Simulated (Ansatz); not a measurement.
# Volume per atom of some solids

Method: PBE-D3(BJ) (Ansatz, a quantum-chemistry and plane-wave program, PAW). References are measured values corrected to a static lattice or taken at low temperature (these still hold zero-point motion). The table is a random draw of 8 from 17 solids with such references.

Values in Å³/atom.

| solid | reference | PBE-D3(BJ) | error (%) |
|---|---|---|---|
| hcp Tl | 27.99*¶ | 29.61 | +5.8 |
| hcp Ti | 17.50*¶ | 16.52 | -5.6 |
| hcp Hf | 22.30*¶ | 21.85 | -2.0 |
| wurtzite ZnO | 11.89 | 12.05 | +1.3 |
| hcp Os | 13.85*¶ | 14.02 | +1.2 |
| hcp Ru | 13.45*¶ | 13.45 | 0.0 |
| hcp Sc | 24.77*¶ | 23.54 | -5.0 |
| hcp Cd | 21.01*¶ | 21.29 | +1.3 |

Over these 8 solids the mean error is -0.4 %, the mean absolute error 2.8 % (median 1.7 %), and the worst case hcp Tl at +5.8 %; the value is above the reference in 4 of 8 cases. Over all 17, from unrounded values, the mean error is -1.7 % and the mean absolute error 3.1 % (median 3.1 %). Caveats on values not shown: a distance lies near a switch of the dispersion term, which can move the cell (2).

A star marks references brought to a static lattice; the others are low-temperature values that still hold zero-point motion, which matters most for light elements.

Spin–orbit coupling is left out, also for the solids with elements from indium on (hcp Tl, hcp Hf, hcp Os); its size isn't shown.

¶ marks references of a special kind: hcp Tl, 27.99 Å³/atom (measured, copied from a table, unchecked, extrapolated to 0 K and zero-point effects removed; as tabulated in Lejaeghere et al. (2013), arXiv:1204.2733); hcp Ti, 17.50 Å³/atom (measured, copied from a table, unchecked, extrapolated to 0 K and zero-point effects removed; as tabulated in Lejaeghere et al. (2013), arXiv:1204.2733); hcp Hf, 22.30 Å³/atom (measured, copied from a table, unchecked, extrapolated to 0 K and zero-point effects removed; as tabulated in Lejaeghere et al. (2013), arXiv:1204.2733); hcp Os, 13.85 Å³/atom (measured, copied from a table, unchecked, extrapolated to 0 K and zero-point effects removed; as tabulated in Lejaeghere et al. (2013), arXiv:1204.2733); hcp Ru, 13.45 Å³/atom (measured, copied from a table, unchecked, extrapolated to 0 K and zero-point effects removed; as tabulated in Lejaeghere et al. (2013), arXiv:1204.2733); hcp Sc, 24.77 Å³/atom (measured, copied from a table, unchecked, extrapolated to 0 K and zero-point effects removed; as tabulated in Lejaeghere et al. (2013), arXiv:1204.2733); hcp Cd, 21.01 Å³/atom (measured, copied from a table, unchecked, extrapolated to 0 K and zero-point effects removed; as tabulated in Lejaeghere et al. (2013), arXiv:1204.2733).

Differences are worked out from the printed values.

Ansatz's density-functional and Hartree–Fock values are scalar-relativistic unless marked +SOC, with PAW data made under PBE.

Ansatz's runs of these crystals have no spin polarisation.

Not in this set, of the solids of all kinds but layered and molecular ones with a reference value in our tables and a result at some level: 272 for a reference at room or unstated temperature; 51 for a published cell of unstated conditions; 30 for a cell known from the COD alone; 5 for a high-temperature or high-pressure phase; 3 for no value at PBE-D3(BJ) (not run, a failed fit, an unstable or unbound cell, or a value held back for tests). These can be a level's best or worst cases. At least 135 more with a reference value are held back for tests. Solids without a released value at any level aren't counted. Cubic solids are told by their lattice constant and aren't counted here. The metals Ce to Yb are counted apart.

References as tabulated in Lejaeghere et al. (2013), arXiv:1204.2733; arXiv:1206.3780.
